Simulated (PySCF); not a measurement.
# AlFCl + H₂O → AlF(OH) + HCl

Level: PBE0 in the def2-TZVP basis family, all electrons, no relativity, computed in PySCF with density fitting; open shells unrestricted.

```json
{"species": "AlFCl", "state and structure": "doublet, Cs, Al–Cl 2.101 Å, Al–F 1.648 Å; Cl–Al–F 119.1°", "E (Eh)": "-802.28449", "ZPE (kJ/mol)": "9.2", "H(298 K) − H(0) (kJ/mol)": "12.2", "S° (J/(mol K))": "283.3"}
{"species": "H₂O", "state and structure": "singlet, C2v, O–H 0.960 Å (×2); H–O–H 105.1°", "E (Eh)": "-76.37736", "ZPE (kJ/mol)": "56.5", "H(298 K) − H(0) (kJ/mol)": "9.9", "S° (J/(mol K))": "188.7"}
{"species": "AlF(OH)", "state and structure": "doublet, Cs, Al–F 1.656 Å, Al–O 1.691 Å, O–H 0.958 Å; Al–O–H 123.8°, F–Al–O 121.3°", "E (Eh)": "-417.98554", "ZPE (kJ/mol)": "40.1", "H(298 K) − H(0) (kJ/mol)": "13.2", "S° (J/(mol K))": "279.4"}
{"species": "HCl", "state and structure": "singlet, C∞v, H–Cl 1.279 Å", "E (Eh)": "-460.66440", "ZPE (kJ/mol)": "17.9", "H(298 K) − H(0) (kJ/mol)": "8.7", "S° (J/(mol K))": "186.6"}
```

Question: What is the electronic reaction energy?

Answer: At PBE0/def2-TZVP, ΔE = 31.3 kJ/mol from the differences of the total energies times 2625.5, uphill. 

Question: Add zero-point, thermal and entropy terms for 298.15 K and 1 bar.

Answer: ΔZPE = -7.7 and Δ[H(298) − H(0)] = -0.2 kJ/mol give ΔH° = 23.4 kJ/mol. ΔS° = -6.0 J/(mol K), so ΔG° = 23.4 − 298.15 × (-0.0060) = 25 kJ/mol and log₁₀K = -4.4.

Each species is the lowest minimum found with this bonding; other isomers or fragments can lie lower.
